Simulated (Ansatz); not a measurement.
Compare A (`CN1C=C1`) with its isomer B (`[C-]#[N+]CC`).

Program: Ansatz. Geometries: PBE0-D4/def2-TZVP. ΔE: electronic, gas phase. CBS: MP2 limit from def2 TZ/QZ plus the TZ coupled-cluster correction, frozen cores. DFT in def2-TZVPP.

A:

```xyz
9

C    -0.641   -0.823    0.537
N    -0.094    0.532    0.535
C     1.176    0.662   -0.228
C     0.136    1.081   -0.829
H    -0.363   -1.401   -0.356
H    -1.732   -0.767    0.595
H    -0.284   -1.351    1.425
H     2.227    0.498   -0.074
H    -0.425    1.569   -1.605
```

B:

```xyz
9

C     0.686   -2.205    1.150
N     0.650   -1.232    0.511
C     0.573   -0.042   -0.254
C    -0.761    0.660   -0.071
H     1.398    0.608    0.049
H     0.732   -0.304   -1.303
H    -0.914    0.932    0.975
H    -1.583    0.015   -0.383
H    -0.782    1.569   -0.674
```

(1) Which isomer does CCSD(T)/CBS put lower? Give the gap. (Estimate.)

(2) Give E(B) − E(A) in kJ/mol with B2PLYP, HF/def2-TZVPP, PBE0-D4, MP2/def2-TZVPP, CCSD/def2-TZVPP, PBE-D4, ωB97M-V. (Estimate.)

(3) Does the order hold for the free energy at 298.15 K (harmonic terms from PBE0-D4)? (Best estimate.)

Largest T1 diagnostic: 0.012.

## Answers

(1) Ansatz gave: B, by 262.6 kJ/mol.

(2) Computed: B2PLYP -271.6, HF/def2-TZVPP -326.6, PBE0-D4 -249.6, MP2/def2-TZVPP -264.7, CCSD/def2-TZVPP -278.2, PBE-D4 -236.6, ωB97M-V -268.3. None reverses the order clearly.

(3) Computed: Yes: G(B) − G(A) = -256.5 kJ/mol.

Leaving LDA and LC-ωPBE aside and taking each functional with its dispersion term where it has one, the values, not all of them listed here, spread over 48.5 kJ/mol, from BHLYP-D4 to PBE-D4. LDA lies +17.0 kJ/mol from PBE without D4. At CCSD(T), def2-SVP lies −22.4 kJ/mol from the extrapolated value and def2-TZVPP −8.0 kJ/mol.
